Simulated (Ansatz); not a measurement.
CH3FO3 (`OC(O)(O)F`) from Hartree–Fock to CCSD(T)

Z-matrix (Å, degrees):
```
C
O 1 1.361
O 1 1.384 2 113.5
O 1 1.361 2 105.9 3 125.2
F 1 1.366 2 110.3 3 -115.4
H 2 0.963 1 107.2 3 55.3
H 3 0.963 1 106.7 2 60.5
H 4 0.963 1 107.2 2 179.6
```

Total charge 0; spin multiplicity 1. All single points use the PBE0-D4/def2-TZVP geometry. It is one conformer, not always the lowest. Frozen core, restricted reference, Ansatz 0.2.0. CBS rows extrapolate triple and quadruple zeta; past MP2 they add the triple-zeta difference.

```tsv
basis	HF (Eh)	MP2 corr.	CCSD corr.	(T)	CCSD(T) total
def2-SVP	-363.37878	-0.87049	-0.89128	?	?
def2-TZVPP	-363.82722	-1.12572	-1.13429	?	?
def2-QZVPP	?	-1.22014	–	–	–
CBS(def2)	?	-1.29008	-1.29865	as TZ	?
```

(1) Fill in the withheld values. (Estimate.)

## Answers

(1) Computed: def2-SVP (T): -0.01951; def2-SVP CCSD(T) total: -364.28957; def2-TZVPP (T): -0.03979; def2-TZVPP CCSD(T) total: -365.00130; def2-QZVPP HF (Eh): -363.84337; CBS(def2) HF (Eh): -363.84560; CBS(def2) CCSD(T) total: -365.18404.
